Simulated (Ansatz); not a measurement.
## AlH, triplet in cc-pVQZ: errors against full CI

Geometry: a point of a stretch scan, not a stationary point.

```xyz
2

Al    0.0000    0.0000    0.0000
H     0.0000    0.0000    4.2270
```

Basis cc-pVQZ; Ansatz 0.2.0. Correlated methods freeze the noble-gas cores, which leaves 4 electrons in 84 orbitals. R marks a restricted (for open shells ROHF) determinant, U an unrestricted one. Active spaces: valence = (4e, 5o) chosen from the atoms' valence shells.

Full CI is exact within this basis and frozen core; it isn't the basis-set limit. The frozen core follows each run's orbitals, which can shift R against U totals by a few meV.

```
UHF ⟨S²⟩                          : 2.020
T1 diagnostic (RCCSD)             : 0.0257
largest doubles amplitude (RCCSD) : 0.086
T1 diagnostic (UCCSD)             : 0.0166
```

```
   level  E − E(RHF) (eV)
     UHF          -0.1072
    RMP2          -1.1537
    UMP2          -1.1434
   RCCSD          -1.5212
   UCCSD          -1.5270
RCCSD(T)          -1.5617
UCCSD(T)          -1.5620
```

Question: Estimate how far full CI in cc-pVQZ lies from RCCSD(T). The table doesn't fix it; the size of (T) and the diagnostics are the guide.

Answer: Full CI in cc-pVQZ lies 13 meV below RCCSD(T), which is 31 % of the (T) step (-40 meV). The diagnostics give no warning, yet the rest is a sizeable part of (T).

The other levels:

```tsv
level	E − E(full CI) (meV)	share of correlation (%)	wall time
BCCD(T)	13	99.18	12 s
RCCSDT	0	100.00	–
UCCSDT	0	100.01	–
RCCSDT(Q)	0	100.01	71 s
UCCSDT(Q)	0	100.02	73 s
CASSCF (valence space)	909	42.28	–
NEVPT2 (valence space)	276	82.46	3 s
```

The correlation energy at full CI, counted from RHF, is -1.574 eV. That run took 44 s on 1 thread of Arm Neoverse V1, shared host over 3,037,760 determinants.

Times hold each run's SCF and search for its determinant on a shared host, so for small cases they say little of a method's own cost; they ran on 1 thread of Arm Neoverse V1.

The full-CI state has the irrep B1 of C2v, in the program's axes (one component, if the state is degenerate).

Natural occupations of full CI about the gap: 1.882 1.000 0.976 0.045 0.045 0.015 0.011 0.011 0.006 0.005; effectively unpaired electrons, Σ n²(2−n)², 2.07.
